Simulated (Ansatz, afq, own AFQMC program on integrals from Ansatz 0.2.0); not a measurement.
**GeH, doublet: AFQMC among the cluster methods**

| atom | x (Å) | y (Å) | z (Å) |
| --- | --- | --- | --- |
| Ge | 0.3675 | 0.5099 | -0.5244 |
| H | -0.8371 | 1.5369 | -0.7883 |

Basis def2-TZVP. Noble-gas cores (and the filled d shells of Ga–Kr and In–Xe) are frozen. AFQMC by an in-house program on the Cholesky factors that Ansatz 0.2.0 writes for its CCSD(T) run. The CISD trial takes its coefficients from CCSD amplitudes. Released means that phaseless walkers are propagated on without the constraint, phases kept. ± is one standard error of the sampling. No spin–orbit coupling.

Determinant: UHF, the one that the program's search chose, which needn't be the lowest solution. The geometry is a PBE0/def2-SVP stationary point of this or a neighbouring charge and spin state.

Full CI on the same integrals is exact in this basis and with this determinant's frozen core.

Cautions: no relativity below Rb; no spin-orbit coupling; inner d shell frozen.

The T1 diagnostic is 0.0155 and the weight of the determinant in the CISD state is 0.927. The ⟨S²⟩ of the determinant is 0.765. The size of the correlated space is 5 electrons in 40 orbitals.

**Question.** Estimate: order these by the size of their error in total energy against full CI, smallest first.
A. phaseless AFQMC with a CISD trial
B. MP2
C. CCSD
D. CCSD(T)

**Answer.** A (0.5 ± 0.1 kJ/mol), D (1.7 kJ/mol), C (8.0 kJ/mol), B (63.5 kJ/mol).

Reference: full CI, correlation energy -2.628 eV.

A walk keeps the symmetry of its determinant, which the program's search chose and which needn't be the lowest solution, so a lower state of the same spin and another symmetry isn't excluded.
